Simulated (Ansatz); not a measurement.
A nudged elastic band was laid between two geometries of CH$_{6}$BN (9 atoms, charge 0, multiplicity 1).

Computed with RKS B3LYP-D4/6-31G* (Ansatz 0.2.0).

```yaml
movable_images: 5
climbing_image: yes
spring: 5.0 eV/Å²
optimiser: quadratic models (default)
start_path: through a guess of the saddle point
force_threshold: 0.05 eV/Å
iteration_limit: 60
end_points: relaxed
```

Initial state:

```xyz
9
Properties=species:S:1:pos:R:3
B 0.311 0.205 0.024
N 0.615 -0.180 1.332
H -0.060 -0.604 1.956
H 1.528 -0.061 1.748
H 1.201 0.699 -0.615
C -1.129 0.012 -0.594
H -1.843 -0.486 0.075
H -1.557 0.984 -0.875
H -1.078 -0.569 -1.525
```

Final state:

```xyz
9
Properties=species:S:1:pos:R:3
B 0.265 0.618 -0.599
N 0.763 0.057 0.979
H 1.001 0.909 1.490
H 0.179 -0.552 1.595
H 1.655 -0.411 0.807
C -1.186 -0.034 -0.691
H -1.172 -1.124 -0.500
H -1.830 0.405 0.096
H -1.685 0.133 -1.650
```

What changes between the two ends?

Bonds broken: B1–H5. Bonds formed: N2–H5.

What energy profile does the band end with?

The run converged. The highest image is number 5 of 0 to 6, 4.64 eV above the first end and 0.05 eV above the last; the last end lies 4.58 eV above the first. The profile has 2 maxima (images 2, 5) with wells between them (image 3): this band takes more than one step, which may be the mechanism or a detour left from its start path. Neighbouring images differ by up to 3.1 eV, so the band resolves the path poorly. A vibrational analysis at the climbing image gives one clearly imaginary mode, 219i cm⁻¹: a first-order saddle point. The orbitals stay closed-shell, which can raise the energy where a bond breaks towards radicals; this wasn't checked here.

| image | path coordinate (Å) | energy (eV) | B1–H5 (Å) | N2–H5 (Å) |
| --- | --- | --- | --- | --- |
| 0 | 0.00 | 0.00 | 1.20 | 2.22 |
| 1 | 1.40 | 0.05 | 1.20 | 2.21 |
| 2 | 2.79 | 0.35 | 1.20 | 2.20 |
| 3 | 4.19 | 0.11 | 1.20 | 2.19 |
| 4 | 5.58 | 3.19 | 1.27 | 1.69 |
| 5 | 6.97 | 4.64 | 2.30 | 1.02 |
| 6 | 8.42 | 4.58 | 2.23 | 1.02 |

What is the geometry of the highest image?


```xyz
9
Properties=species:S:1:pos:R:3
B 0.389 0.209 -0.776
N 0.819 0.024 0.927
H 0.347 0.710 1.535
H 0.595 -0.913 1.296
H 1.822 0.165 1.018
C -1.188 -0.028 -0.651
H -1.482 -0.920 -0.065
H -1.631 0.846 -0.133
H -1.682 -0.094 -1.626
```

The run took 5.6 min on 1 thread of AMD EPYC 7R43 64-Core Processor (Zen 3), with other jobs on the host, peak memory 0.12 GiB.
